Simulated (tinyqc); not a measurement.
Inside a calculation. Method: MP2 on RHF in the sto-3g basis, frozen core, for HF, spin multiplicity 1. One step of it, computed by the program tinyqc.

Question. Second-order Moller-Plesset energy. E2 = sum_ijab (ia|jb) [2 (ia|jb) - (ib|ja)] / (e_i + e_j - e_a - e_b) over occupied i, j and virtual a, b; the opposite-spin part is (ia|jb)^2 / denominator, the rest is same-spin, and SCS-MP2 scales them by 6/5 and 1/3.

orbital energies (hartree): MO1 -25.921831, MO2 -1.420936, MO3 -0.506374, MO4 -0.462544, MO5 -0.462544, MO6 0.408480

Two-electron integrals over orbitals (pq|rs), unique and non-zero (hartree); the lowest 1 orbital is frozen and left out:
```
(22|22) 0.867937    (32|22) -0.043008   (32|32) 0.141091    (33|22) 0.706866
(33|32) -0.020347   (33|33) 0.694284    (42|42) 0.187810    (43|42) -0.031313
(43|43) 0.037652    (44|22) 0.891602    (44|32) -0.070067   (44|33) 0.694617
(44|44) 0.997514    (52|52) 0.187810    (53|52) -0.031313   (53|53) 0.037652
(54|54) 0.053770    (55|22) 0.891602    (55|32) -0.070067   (55|33) 0.694617
(55|44) 0.889973    (55|55) 0.997514    (62|22) -0.095483   (62|32) -0.070976
(62|33) -0.024260   (62|44) -0.093986   (62|55) -0.093986   (62|62) 0.092020
(63|22) -0.222109   (63|32) 0.085459    (63|33) -0.099441   (63|44) -0.235489
(63|55) -0.235489   (63|62) 0.041456    (63|63) 0.220106    (64|42) -0.031563
(64|43) -0.020916   (64|64) 0.029586    (65|52) -0.031563   (65|53) -0.020916
(65|65) 0.029586    (66|22) 0.648510    (66|32) 0.051287    (66|33) 0.655289
(66|44) 0.630690    (66|55) 0.630690    (66|62) -0.057075   (66|63) -0.023522
(66|66) 0.685109
```

Hartree-Fock energy = -98.53255597 hartree

Give: Terms; Pair energies; MP2 correlation energy; SCS-MP2 correlation energy; MP2 total energy.

Answer.

Terms:
```
i  j  a  b  (ia|jb)  (ib|ja)  denominator     term
3  3  6  6   0.2201   0.2201      -1.8297  -0.0265
2  2  6  6   0.0920   0.0920      -3.6588  -0.0023
2  3  6  6   0.0415   0.0415      -2.7443  -0.0006
3  2  6  6   0.0415   0.0415      -2.7443  -0.0006
4  4  6  6   0.0296   0.0296      -1.7420  -0.0005
5  5  6  6   0.0296   0.0296      -1.7420  -0.0005
```

Pair energies (hartree; pair i-j sums ij and ji):
```
pair  opposite spin  same spin
2-2         -0.0023     0.0000
3-2         -0.0013     0.0000
3-3         -0.0265     0.0000
4-4         -0.0005     0.0000
5-5         -0.0005     0.0000
```

MP2 correlation energy = -0.031050 hartree

SCS-MP2 correlation energy = -0.037259 hartree

MP2 total energy = -98.563606 hartree
